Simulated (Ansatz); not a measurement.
Relaxation of BH$_{4}$ (5 atoms, charge 0, multiplicity 2), to a largest force component of 0.03 eV/Å in at most 50 steps.

All numbers below come from UKS PBE/def2-TZVP in Ansatz.

```xyz
5
Properties=species:S:1:pos:R:3
B 0.000 0.000 -0.364
H 0.000 0.000 2.032
H 1.080 0.000 -0.883
H -1.080 0.000 -0.883
H 0.000 0.000 2.749
```

Where does it end, and by what steps?

The run converged. The force dipped under the threshold on the way, but the program's further checks kept it going. After 4 steps the energy has fallen by 0.072 eV; H5 moved furthest, 0.45 Å.

| step | energy less start (eV) | largest force component (eV/Å) | accepted |
| --- | --- | --- | --- |
| 0 | 0.0000 | 1.720 | yes |
| 1 | -0.0625 | 0.097 | yes |
| 2 | -0.0699 | 0.037 | yes |
| 3 | -0.0719 | 0.021 | yes |
| 4 | -0.0724 | 0.006 | yes |

```xyz
5
Properties=species:S:1:pos:R:3
B 0.000 0.000 -0.658
H 0.000 0.000 2.441
H 1.085 0.000 -1.164
H -1.085 0.000 -1.164
H 0.000 0.000 3.195
```

Whether the end is a true minimum wasn't checked by a vibrational analysis.

Run time: 7.8 s on 1 thread of Arm Neoverse V1 (shared host), peak memory 0.096 GiB.
